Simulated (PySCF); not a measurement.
Species: CH₃O₃S (doublet state).
Z-matrix (Å and degrees, GFN2-xTB geometry), rows numbered from 1:
```
C 
S   1  1.7428
O   2  1.4303  1  110.31
O   2  1.4283  1  106.77  3   132.25
O   2  1.6129  1  102.89  3  -114.02
H   1  1.0702  2  118.34  3    -8.11
H   1  1.0699  2  117.03  3  -167.58
H   5  0.9579  2  109.09  1   106.88
```

The hyperfine couplings belong to this conformer and change with its torsions.

The species is `[CH2]S(=O)(=O)O` [radical].

Computed with UKS B3LYP, pcH-1 on C H O S, non-relativistic, mean-field spin-orbit, GIAO in PySCF. Geometry: GFN2-xTB, one conformer, isolated molecule. Couplings are sensitive to structure, and on GFN2-xTB geometries they can be far from those on DFT ones. The SCF solution wasn't tested for stability.

Principal values of hyperfine tensors in MHz (contact, dipolar and spin–orbit terms together), for some of the nuclei:

```tsv
atom	isotope	A1	A2	A3
C1	13C	31.00	32.06	272.50
H6	1H	-100.91	-64.95	-22.51
H7	1H	-94.97	-59.91	-17.00
S2	33S	-19.55	-17.41	-15.99
O5	17O	-19.47	2.42	4.09
H8	1H	-7.21	-3.68	3.63
O3	17O	-7.63	1.90	3.18
```

Question: Give the isotropic coupling of each nucleus in MHz and in mT (g = 2.0024), and the anisotropic part.

Answer: a_iso = (A1 + A2 + A3)/3, Ti = Ai − a_iso; 1 mT corresponds to 28.025 MHz. The tensors hold a spin–orbit part: the run splits a_iso into a_FC + a_SO, and T includes its anisotropic share.

```tsv
atom	a_iso (MHz)	a_FC	a_SO	a_iso (mT)	T1	T2	T3
C1	111.86	112.06	-0.21	3.991	-80.85	-79.80	160.65
H6	-62.79	-62.78	-0.01	-2.240	-38.12	-2.16	40.28
H7	-57.29	-57.28	-0.01	-2.044	-37.67	-2.62	40.29
S2	-17.65	-17.70	0.05	-0.630	-1.90	0.24	1.66
O5	-4.32	-4.35	0.03	-0.154	-15.15	6.74	8.41
H8	-2.42	-2.42	0.00	-0.086	-4.79	-1.26	6.05
O3	-0.85	-0.82	-0.03	-0.030	-6.78	2.75	4.03
```

Question: What spin density at the nucleus of S2 lies behind its contact coupling (g_N = 0.42921)?

Answer: a_FC = (2μ0/3) gₑ μB g_N μN ρ(0)/(2S·h) = 800.24 MHz × g_N × ρ(0)/(2S), with ρ in bohr⁻³. With a_FC = -17.70 MHz and 2S = 1, ρ(0) = -0.05154 bohr⁻³.

Question: O4 (17O, g_N = -0.75752) isn't in the table. Its spin density at the nucleus is 0.01091 bohr⁻³. What is its contact coupling?

Answer: By the same relation, a_FC = -6.62 MHz. Its full tensor has the principal values -31.39, 5.49, 5.93 MHz.

Question: Name the largest traceless tensor T of the table and describe it.

Answer: C1: -80.9, -79.8, 160.6 MHz (the dipolar term alone has -80.6, -79.9, 160.5), axial, in the ratio −1:−1:+2, the form that spin in one p orbital centred on that nucleus gives.

Question: What first-order splitting does H6 cause when the field lies along A1, A2 or A3 of its tensor (g taken as isotropic, no quadrupole term)?

Answer: 2 lines (I = 1/2), spaced by |A_i|/(g × 13.996): 3.60, 2.32, 0.80 mT along the axes of A1, A2 and A3.
